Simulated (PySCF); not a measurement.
**Gas-phase thermal properties of CH3CN**

Method: PySCF energies (xtb for GFN2) plus ideal-gas RRHO corrections (1 bar). 'Table' is the NASA 1993 thermochemical table (part measured, part estimated). 6-31G* has spherical d functions here. All species are closed-shell singlets. B3LYP is the form with VWN-RPA correlation. The harmonic model lacks anharmonicity and excited electronic states, which grow with temperature; levels with a mode under 35 cm⁻¹ are left out. The table's entry may be an old estimate for CH3CN (not checked at source).

```
level           point group  σ  ZPE (kJ/mol)  S°298 (J/mol/K)  Cp298 (J/mol/K)  S°1000 (J/mol/K)  H1000 − H298 (kJ/mol)
--------------  -----------  -  ------------  ---------------  ---------------  ----------------  ---------------------
table                     -  -             -            243.4             52.2             332.7                   55.1
B3LYP/6-31G*            C3v  3         119.8            242.4             51.2             330.0                   54.1
GFN2-xTB                C3v  3         116.4            242.3             51.9             331.4                   54.9
HF/6-31G*               C3v  3         128.4            240.8             49.3             325.0                   52.0
PBE/def2-SVP            C3v  3         115.1            243.5             52.6             333.6                   55.5
PBE0/def2-TZVP          C3v  3         119.2            242.2             51.4             330.4                   54.4
```
σ: rotational symmetry number. Electronic degeneracy used: 1. Frequencies are unscaled.
